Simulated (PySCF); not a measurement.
Cartesian coordinates in Å; atom numbers follow the order of the lines, from 1:
```xyz
4

C    -0.117    0.012   -0.205
Si    1.554   -0.107   -0.556
H    -0.763    0.822   -0.576
H    -0.655   -0.717    0.420
```

Geometry: PBE0-D3(BJ)/def2-SVP; GIAO shifts from PySCF 2.14, gas phase, non-relativistic, averaged over equivalent atoms.

At PBE0/pcSseg-1 (51 basis functions, 1.4 s wall time on 1 thread of an x86-64 server CPU, shared host):
| atoms | δ (ppm) |
| --- | --- |
| C1 | 134.6 |
| Si2 | 734.0 |
| H3/H4 | 7.04 |

Shifts are taken against calculated references (same method and geometry level): ¹³C (184.41 ppm) and ²⁹Si (351.99 ppm) and ¹H (31.27 ppm) vs TMS.

Task: Predict the values at PBE/pcSseg-2 on the same geometry.

Result: 
```csv
atoms,δ at PBE/pcSseg-2,change
C1,131.2,-3.4
Si2,706.1,-27.9
H3/H4,6.83,-0.21
```

Referencing at the same level of theory: ¹³C (179.39 ppm) and ²⁹Si (323.43 ppm) and ¹H (31.18 ppm) vs TMS.

The largest change is at Si2 (silicon bonded to C). Cost: 107 basis functions, 2.4 s wall time on 1 thread of an x86-64 server CPU, shared host.
